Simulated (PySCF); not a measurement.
# AlH5S (Al(H2S)H3): FCI/STO-6G

We compute a single-point energy of AlH5S (Al(H2S)H3). 

The calculation is run with PySCF 2.14.0.

3 further runs of the same task are left out: 3 set aside as unsound or not needed.

## (1) The system as given

The species is AlH5S (7 atoms), meant as a singlet with charge 0. As SMILES, `[H][Al]([H])([H])<-[SH2]`. The shape comes from GFN2-xTB, which is rough for such elements, and wasn't checked as a minimum.

Bond lengths: Al1–S2 2.471 Å, S2–H3 1.332 Å, S2–H4 1.332 Å, Al1–H5 1.563 Å, Al1–H6 1.577 Å, Al1–H7 1.563 Å. Angles: Al1–S2–H3 90.6°, Al1–S2–H4 90.1°, S2–Al1–H5 96.0°, S2–Al1–H6 92.1°, S2–Al1–H7 95.6°, H3–S2–H4 92.6°, H5–Al1–H6 118.7°, H5–Al1–H7 120.8°, H6–Al1–H7 118.6°.

## (2) The energy at FCI/STO-6G

input.py

```python
# Al(H2S)H3
from pyscf import gto, mcscf
from pyscf import fci

molecule = gto.M(
    atom='''
Al     0.245286    -0.419463    -1.911628
S      0.286917    -0.476098     2.756940
H      0.968674     1.946664     2.806772
H     -2.164643     0.093182     2.789992
H      3.178803    -0.353738    -2.246204
H     -1.258822     2.152889    -1.977145
H     -1.256214    -2.943437    -2.218709
''',
    unit='bohr',
    basis='sto-6g',
    verbose=3,
    max_memory=1860,
)

mf = molecule.RHF()
mf.conv_tol = 1e-10
mf.kernel()
if not mf.converged:
    mf = mf.newton().run(mf.mo_coeff, mf.mo_occ)

cas = mcscf.CASCI(mf, mf.mo_coeff.shape[-1] - 10, (molecule.nelec[0] - 10, molecule.nelec[1] - 10))  # full CI above the frozen core
cas.fcisolver = fci.direct_spin0.FCI(molecule)  # even spin states alone
cas.kernel()
print('<S^2> = %.4f' % cas.fcisolver.spin_square(cas.ci, cas.ncas, cas.nelecas)[0])
etot = cas.e_tot
print('E(%s) = %.9f' % ('FCI', etot))
```

The run is started by

```sh
$ OMP_NUM_THREADS=1 python input.py
```

The program printed:

```text
converged SCF energy = -640.031919643685
CASCI E = -640.129550524931  E(CI) = -32.2892724844927  S^2 = 0.0000000
<S^2> = 0.0000
E(FCI) = -640.129550525
```

It took 36 s on 1 thread of Arm Neoverse V2, shared host; peak memory 0.75 GiB.

## (3) Outcome

At FCI/STO-6G, 10 core orbitals frozen:

| quantity | value |
| --- | --- |
| total energy | -640.12955 Eh |
| dipole moment (Hartree–Fock density) | 3.03 D |
| HOMO energy (Hartree–Fock orbitals) | -8.49 eV |
| LUMO energy (Hartree–Fock orbitals) | 10.75 eV |
| HOMO–LUMO gap (Hartree–Fock orbitals) | 19.24 eV |
| correlation energy (10 core orbitals frozen) | -97.6 mEh |
